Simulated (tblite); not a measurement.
Species: C5H6O.
Atom-mapped SMILES: `[O:1]=[CH:2][C@H:3]1[C@H:4]2[CH2:5][C@@H:6]12` (hydrogens: H7 on C2; H8 on C3; H9 on C4; H10, H11 on C5; H12 on C6)

Computed with GFN2-xTB (tblite), gas phase: L-BFGS steps from a force-field or distance-geometry start until the largest atomic force falls under 0.01 eV/Å.

The end geometry, which sets the zero of energy:
```
atom  x, y, z in Å
O1      2.1218    0.5479    1.8710
C2      1.1550    0.0961    1.3159
C3      0.6747    0.5743    0.0048
C4      0.0673   -0.3279   -1.0435
C5     -1.1325   -0.7855   -0.2763
C6     -0.7866    0.6671   -0.3681
H7      0.5731   -0.7180    1.7824
H8      1.3072    1.3740   -0.3767
H9      0.3818   -0.5042   -2.0494
H10    -1.9814   -1.1182   -0.8619
H11    -1.0268   -1.3258    0.6527
H12    -1.3524    1.5194   -0.6769
```

Question: These geometries come from the run, each turned onto the end geometry. Order them by energy, lowest first.
A.
```
atom  x, y, z in Å
O1      2.2412    0.2077    1.7178
C2      1.1146    0.0881    1.3186
C3      0.6517    0.6033    0.0103
C4      0.0820   -0.2842   -1.0717
C5     -1.0724   -0.8138   -0.2862
C6     -0.8037    0.6597   -0.3733
H7      0.3336   -0.3638    1.9597
H8      1.3046    1.3931   -0.3501
H9      0.3908   -0.4299   -2.0825
H10    -1.9205   -1.1939   -0.8385
H11    -0.9006   -1.3476    0.6374
H12    -1.4199    1.4805   -0.6675
```
B.
```
atom  x, y, z in Å
O1      2.2659   -0.0708    1.5943
C2      1.1094    0.1050    1.3224
C3      0.6324    0.6308    0.0167
C4      0.0945   -0.2809   -1.0584
C5     -1.0587   -0.8318   -0.2855
C6     -0.8196    0.6488   -0.3570
H7      0.3034   -0.0934    2.0602
H8      1.2601    1.4451   -0.3425
H9      0.4367   -0.4078   -2.0638
H10    -1.8821   -1.2143   -0.8737
H11    -0.8940   -1.3913    0.6270
H12    -1.4469    1.4597   -0.6656
```
C.
```
atom  x, y, z in Å
O1      2.2816   -0.1520    1.5218
C2      1.1661    0.1107    1.3672
C3      0.6248    0.6124    0.0599
C4      0.1420   -0.3316   -0.9928
C5     -1.0748   -0.8562   -0.3032
C6     -0.8293    0.6169   -0.2733
H7      0.3969    0.0395    2.1830
H8      1.2118    1.4586   -0.2917
H9      0.2345   -0.1646   -2.0438
H10    -1.8849   -1.2141   -0.9281
H11    -0.9685   -1.4443    0.5980
H12    -1.2991    1.3238   -0.9231
```
D.
```
atom  x, y, z in Å
O1      2.1785    0.4799    1.8256
C2      1.1523    0.1036    1.3230
C3      0.6720    0.5720    0.0079
C4      0.0708   -0.3229   -1.0492
C5     -1.1225   -0.7999   -0.2877
C6     -0.7896    0.6575   -0.3581
H7      0.4942   -0.6091    1.8533
H8      1.3021    1.3673   -0.3853
H9      0.3880   -0.4772   -2.0578
H10    -1.9732   -1.1235   -0.8747
H11    -1.0060   -1.3569    0.6298
H12    -1.3654    1.5084   -0.6527
```
E.
```
atom  x, y, z in Å
O1      2.2994   -0.1565    1.5779
C2      1.1486    0.1013    1.3457
C3      0.5919    0.6353    0.0606
C4      0.1116   -0.3164   -1.0201
C5     -1.0735   -0.8562   -0.3045
C6     -0.8452    0.6200   -0.3195
H7      0.4145    0.0291    2.1640
H8      1.2307    1.4432   -0.3082
H9      0.3372   -0.2819   -2.0810
H10    -1.8823   -1.2071   -0.9296
H11    -0.9413   -1.4154    0.6134
H12    -1.3904    1.4040   -0.8248
```

Answer: D (0.004 eV), A (0.032 eV), B (0.064 eV), E (0.196 eV), C (0.429 eV).

In the order of the answer:

```csv
step,E above end (eV),largest force (eV/Å),rms force component (eV/Å),rms distance from end (Å),rms bond change (Å),bond most changed (Å)
46,0.004,0.06,0.021,0.056,0.001,C4–C5 -0.002
33,0.032,0.17,0.057,0.187,0.003,C3–C6 -0.005
19,0.064,0.15,0.055,0.305,0.005,C3–C6 -0.012
4,0.196,0.92,0.276,0.356,0.015,C4–C6 +0.036
1,0.429,3.92,0.937,0.382,0.024,C4–C6 +0.062
```

What follows is the cost of the whole relaxation. On one thread, Arm Neoverse V1 (aarch64), on a shared host, this took 0.24 s.
